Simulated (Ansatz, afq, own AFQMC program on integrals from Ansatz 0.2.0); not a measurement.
## SiI3F, singlet in def2-SVP, levels against AFQMC with the constraint released

```xyz
5

F    -0.6920   -0.0239    1.5679
Si   -0.0351   -0.0153    0.0930
I     1.7306   -1.6760    0.0782
I    -1.7906   -0.5709   -1.4834
I     0.8370    2.2125   -0.2971
```

Connectivity, by distances: F–Si(–I)(–I)–I.

Basis def2-SVP with its core potentials. Only valence electrons are correlated. Integrals, coupled cluster, full CI and functionals: Ansatz 0.2.0; the random walks run on the same integrals in our own AFQMC program. ph-AFQMC/CISD is guided by a CISD state made of CCSD amplitudes; releasing the constraint for a short imaginary time cuts its bias at the price of noise, slowly where states lie close. ± is one standard error of the sampling. No spin–orbit coupling.

Determinant: RHF, the one that the program's search chose, which needn't be the lowest solution. The geometry is a PBE0/def2-SVP stationary point of this or a neighbouring charge and spin state.

No full CI on the walks' own integrals is used here. The released AFQMC energy serves as the reference, which it does only where one determinant dominates, the energy is flat over the last release times and near the phaseless one (40 meV or 2 meV an electron, half that with transition metals). On small molecules, where full CI could be run and the noise was under 10 meV, such values lay within 10 meV of it in 19 cases of 20, a flattering rate, since the rule was set on those same cases; what remains of the bias isn't in the error bar.

Cautions: no spin-orbit coupling; inner d shell frozen; the released value is read at 0.90 1/Eh with a noise of 11 meV, more than in the cases checked (meV from the phaseless value at times in 1/Eh: -2 ± 7 at 0.21, -1 ± 8 at 0.42, -5 ± 11 at 0.63, 5 ± 11 at 0.90).

The T1 diagnostic is 0.0117 and the weight of the determinant in the CISD state is 0.781. The size of the correlated space is 32 electrons in 77 orbitals.

Reference: AFQMC with the constraint released, correlation energy -16.596 ± 0.011 eV.

```
        level  E − E(reference) (mEh)  share of correlation (%)
           HF           609.90 ± 0.41                      0.00
          MP2            45.01 ± 0.41                     92.62
         CCSD            16.81 ± 0.41                     97.24
      CCSD(T)             2.24 ± 0.41                     99.63
ph-AFQMC/CISD            -0.17 ± 0.53                    100.03
```

Released energies are given only where the last usable release times agree within the noise; a slower fall can still hide under it.
